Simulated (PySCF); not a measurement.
# H4NCl, a cluster of ions as drawn: interaction energy

An exercise on one series of results from a longer session: the logs are not shown, and one member is left open.

Programs: PySCF 2.14.0. All values are calculated, for the isolated system unless a continuum is named. Atoms count from 0, parts from 1.

## Starting point

6 atoms, charge 0, multiplicity 1; geometry: GFN1-xTB. Parts: 1 = atoms 0–4, `[NH4+]`, charge 1; 2 = atom 5, `[Cl-]`, charge -1. In the given geometry H2 has moved to Cl5 of another part (1.47 Å), so values for the parts refer to these atom groups.

The first run:

Job settings and geometry (Å):

```
{"job": {"xc": "PBE0", "basis": "def2-SVPD", "d3": "d3bj", "grid": 2, "kind": "geom", "shake": 0.01}, "charge": 0, "multiplicity": 1, "parts": [{"atoms": "0-4", "charge": 1, "multiplicity": 1}, {"atoms": "5-5", "charge": -1, "multiplicity": 1}]}
N      0.073367    -0.167696     0.020100
H     -0.846920    -0.032949    -0.431479
H      0.629474     1.008392    -0.045907
H     -0.003933    -0.376476     0.985508
H      0.637015    -0.799405    -0.488009
Cl     1.315723     2.306580    -0.098264
```

On the command line:

```console
OMP_NUM_THREADS=1 python cluster_run.py task.json out
```

One launch serves the whole session: the jobs run in the order shown.

Steps of the session up to this table: Optimising the geometry at PBE0-D3(BJ)/def2-SVPD; Coupled-cluster interaction energy: CCSD(T) and MP2.

One of the session's tables, all rows but one given; the rest of the session is left out.

It belongs to the step «Coupled-cluster interaction energy: CCSD(T) and MP2». 

```
                 method  interaction energy (kcal/mol)
         HF/aug-cc-pVDZ                        -185.92
        MP2/aug-cc-pVDZ                        -185.45
       CCSD/aug-cc-pVDZ                        -183.63
    CCSD(T)/aug-cc-pVDZ                        -183.70
         HF/aug-cc-pVTZ                              ?
        MP2/aug-cc-pVTZ                        -189.47
    SCS-MP2/aug-cc-pVTZ                        -187.59
      MP2, extrapolated                        -190.37
CCSD(T), limit estimate                        -188.63
```

Q: Estimate the row for HF/aug-cc-pVTZ from the others.

**Answer.** interaction energy (kcal/mol): -187.79. In the column «interaction energy (kcal/mol)» it lies between CCSD(T), limit estimate (-188.63) and SCS-MP2/aug-cc-pVTZ (-187.59).

At this geometry H2 has moved to Cl5 of another part (1.38 Å), so this energy is mostly that of cutting a chemical bond between strained fragments, not an intermolecular interaction.

To keep in mind: The interaction energy leaves out the deformation of the parts, 58.24 kcal/mol at MP2. So large a deformation means that a part is far from its own minimum, so a sum across the two methods would be rough.
